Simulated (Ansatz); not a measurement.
Working through a composite energy at a relaxed geometry of H₄Si₂, SMILES [SiH][SiH3]

Program: the Python package of Ansatz (0.2.0).

Run as a notebook:

**Cell 1**
```python
import itertools
import warnings

import ansatz as az
from ase.data import atomic_numbers, covalent_radii
import numpy as np
```

**Cell 2**
```python
BASIS_SET = "def2-SVP"
FUNCTIONAL = "B3LYP"
```

**Cell 3**
```python
GEOMETRY = """
Si    1.45810   -0.75970   -0.28630
Si   -0.62510    0.00190   -0.02120
H     2.41170    0.25020    0.19610
H    -0.87050    0.26960    1.40380
H    -1.58090   -1.00640   -0.50300
H    -0.79330    1.24440   -0.78940
"""

warnings.simplefilter("ignore", az.DeckWarning)
```

**Cell 4**
```python
mol = az.Crystal.molecule()
for line in GEOMETRY.strip().splitlines():
    symbol, *xyz = line.split()
    mol = mol.atom(symbol, [float(v) for v in xyz])
```

**Cell 5**
```python
setup = mol.calculation().basis(gaussian=BASIS_SET).functional(FUNCTIONAL).spin("collinear", total=2)
symbols = [site.symbol for site in mol.cartesian_sites]
start = np.array([site.position_ang for site in mol.cartesian_sites], dtype=float)
data = setup.relax(force_tolerance=0.01).run(threads=1, pin="off").report
end = np.array(data["positions_ang"])
# pairs closer than 1.2 times the sum of covalent radii, before or after
radius = [covalent_radii[atomic_numbers[s]] for s in symbols]
span = lambda where, i, j: np.linalg.norm(where[i] - where[j])
bonded = [(i, j) for i, j in itertools.combinations(range(len(symbols)), 2) if min(span(start, i, j), span(end, i, j)) < 1.2 * (radius[i] + radius[j])]
print("pair        before    after (A)")
for i, j in bonded:
    print(f"{symbols[i]}{i}-{symbols[j]}{j}".ljust(10), f"{span(start, i, j):8.4f} {span(end, i, j):8.4f}")
for first, second in list(itertools.combinations(bonded, 2)):
    shared = set(first) & set(second)
    if shared and symbols[(j := shared.pop())] != "H":
        i, k = sorted((set(first) | set(second)) - {j})
        u, v = end[i] - end[j], end[k] - end[j]
        angle = np.degrees(np.arccos(np.clip(u @ v / np.linalg.norm(u) / np.linalg.norm(v), -1, 1)))
        print(f"final angle {symbols[i]}{i}-{symbols[j]}{j}-{symbols[k]}{k}: {angle:.2f} deg")
```
Output:
```text
pair        before    after (A)
Si0-Si1      2.2338   2.3388
Si0-H2       1.4704   1.4999
Si1-H3       1.4705   1.4951
Si1-H4       1.4705   1.4909
Si1-H5       1.4705   1.4951
final angle Si1-Si0-H2: 122.04 deg
final angle Si0-Si1-H3: 111.48 deg
final angle Si0-Si1-H4: 107.10 deg
final angle Si0-Si1-H5: 111.48 deg
final angle H3-Si1-H4: 109.10 deg
final angle H3-Si1-H5: 108.54 deg
final angle H4-Si1-H5: 109.10 deg
```

**Cell 6**
```python
minimum = az.Crystal.molecule()
for symbol, place in zip(symbols, end):
    minimum = minimum.atom(symbol, place.tolist())
at_minimum = minimum.calculation().spin("collinear", total=2)
# MP2 extrapolated to the basis limit, plus the small-basis difference CCSD(T) - MP2
level = lambda method, basis: at_minimum.basis(gaussian=basis).correlation(method).run(threads=1, pin="off").report
small, large, cluster = level("mp2", "cc-pVDZ"), level("mp2", "cc-pVTZ"), level("ccsd_t", "cc-pVDZ")
corr = lambda each: (each["free_energy_ev"] - each["reference_energy_ev"]) / 27.211386246
mp2_limit = (27 * corr(large) - 8 * corr(small)) / 19
pieces = {"HF / cc-pVTZ": large["reference_energy_ev"] / 27.211386246, "MP2 correlation, DZ-TZ limit": mp2_limit, "CCSD(T) - MP2 / cc-pVDZ": corr(cluster) - corr(small)}
for name, value in pieces.items():
    print(f"{name:32s} {value:14.6f} Ha")
print(f"{'sum':32s} {sum(pieces.values()):14.6f} Ha")
print("T1 diagnostic", round(cluster["correlation"]["coupled_cluster"]["t1_diagnostic"], 4))
```
Output:
```text
HF / cc-pVTZ                        -580.145341 Ha
MP2 correlation, DZ-TZ limit          -0.229240 Ha
CCSD(T) - MP2 / cc-pVDZ               -0.048898 Ha
sum                                 -580.423479 Ha
T1 diagnostic 0.0159
```

What to keep in mind:
- Total energies depend on the basis set; only differences at equal settings carry meaning.
- The sum leaves out core correlation, relativity, the Hartree-Fock basis error and zero-point energy; a DZ-TZ extrapolation is rough.
- The run takes the species as open-shell (spin multiplicity 3), which needn't be its ground state.
- b3lyp holds the VWN-RPA fit, as in Gaussian; the form of ORCA and Turbomole is b3lyp5.
- Inner cores stay frozen, so this is valence correlation.
- For Al to Cl the sets with a tight d function, cc-pV(X+d)Z, are usual.
- An extrapolation from small basis sets is rough.
- Hardware and time: 15 s on 1 thread of Arm Neoverse V1 (shared host), peak memory 0.27 GiB.
